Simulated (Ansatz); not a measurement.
Results of PBE in Ansatz (plane waves, PAW) for 1T (CdI2-type) CdI2.

Numerical settings: plane-wave cutoff 520 eV, 12×12×6 k mesh (along the axes of the cell as run), Fermi–Dirac smearing 0.01 eV, scalar-relativistic PAW data made under PBE.

Starting structure:

```
CELL_PARAMETERS angstrom
      4.24000     0.00000     0.00000
     -2.12000     3.67195     0.00000
      0.00000     0.00000     6.86000
ATOMIC_POSITIONS crystal
  Cd 0.00000 0.00000 0.00000
  I  0.33333 0.66667 0.24900
  I  0.66667 0.33333 0.75100
```

Task: Into what structure does the relaxation of cell and atoms lead at this level, with the symmetry of the start kept?

Result: The volume rises by 18 %; final space group P-3m1.
```
CELL_PARAMETERS angstrom
      4.32970     0.00000     0.00000
     -2.16485     3.74963     0.00000
      0.00000     0.00000     7.79212
ATOMIC_POSITIONS crystal
  Cd 0.00000 0.00000 0.00000
  I  0.33333 0.66667 0.22059
  I  0.66667 0.33333 0.77941
```

Note: the cell comes from a level without a dispersion term, which matters for the spacing of layers, chains or molecules; the cell has widely spaced layers and the level no dispersion term, so their spacing and the moduli can rest on weak binding.

Ansatz is an electronic-structure program.
